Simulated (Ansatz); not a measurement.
A run of Ansatz (development build ahead of 0.2.0) on singlet C₂H₂ at this shape:

```yaml
atoms:
  - { symbol: C, position_ang: [0.0000, 0.0000, 0.6081] }
  - { symbol: C, position_ang: [0.0000, 0.0000, -3.0404] }
  - { symbol: H, position_ang: [0.0000, 0.0000, -4.1063] }
  - { symbol: H, position_ang: [0.0000, 0.0000, 1.6740] }
```

Its results:

| Item | Value |
| --- | --- |
| Converged | yes |
| Total energy | -76.78807 hartree |
| Spin squared of the determinant | 0.000 |
| Stability test | minimum among restricted orbitals |

Which input gives this output? Name the method, the orbitals and the basis set, and write the input.

PBE0 (restricted) in pcseg-2. An unrestricted run that stays on the closed shell gives the same numbers.

```yaml
crystal:
  periodic: [false, false, false]
  atoms:
    - { symbol: C, position_ang: [0.0, 0.0, 0.6081] }
    - { symbol: C, position_ang: [0.0, 0.0, -3.0404] }
    - { symbol: H, position_ang: [0.0, 0.0, -4.1063] }
    - { symbol: H, position_ang: [0.0, 0.0, 1.674] }
basis:
  gaussian: { orbitals: pcseg-2 }
hamiltonian:
  xc: pbe0
```

Caution: charge can spread falsely over distant fragments; an unrestricted determinant lies well below.
